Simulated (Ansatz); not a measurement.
**BP (quintet): the correlation ladder, def2-TZVPP**

The task here is to estimate one member of a computed series from the others.

Program: Ansatz 0.2.0, Gaussian basis. Level of theory: def2-TZVPP, core rule «outside noble gas», up to 6 orbitals frozen. These are calculated values, not measurements.

The runs, in order: UHF; ROHF; CCSD(T) on UHF.

2 further runs of the same task are left out: 2 set aside as unsound or not needed.

### The geometry

The geometry is a PBE0/def2-TZVP stationary point (not a proven minimum) of the parent state, kept for this charge and spin.

2 atoms, charge 0, spin multiplicity 5.

Atoms are counted from 1 here; the program's logs count them from 0.

Bond lengths: B1–P2 1.736 Å.

As a file:

```xyz
2
charge 0, multiplicity 5
B     0.0000    0.0000    0.0000
P     0.0000    0.0000    1.7363
```

Set-up of the first run:

Contents of in.yaml:

```yaml
crystal:
  periodic: [false, false, false]
  atoms:
    - {symbol: B, position_ang: [0.000000, 0.000000, 0.000000]}
    - {symbol: P, position_ang: [0.000000, 0.000000, 1.736300]}
basis:
  gaussian: {orbitals: def2-TZVPP}
magnetization: {spin_polarized: true, initial_magnetization: 4}
hamiltonian: {xc: hf}
output: {orbitals: {seedname: orbitals}}
```

Started as:

```
$ ansatz run in.yaml --threads 1 --pin off --events-out ev --progress --plain --max-ram 4096MiB --backend cpu
```

Steps of the session up to this table: UHF; ROHF; CCSD(T) on UHF.

One of the session's tables, all rows but one given; the rest of the session is left out.

| method | from UCCSD(T) (kcal/mol) |
| --- | --- |
| ROHF | +112.66 |
| UHF | ? |
| UMP2 | +23.49 |
| UCCSD | +4.78 |
| UCCSD(T) | 0 |

**Question.** Estimate the row for UHF.

As computed: from UCCSD(T) (kcal/mol): +108.90. In the column «from UCCSD(T) (kcal/mol)» it lies between UMP2 (+23.49) and ROHF (+112.66).
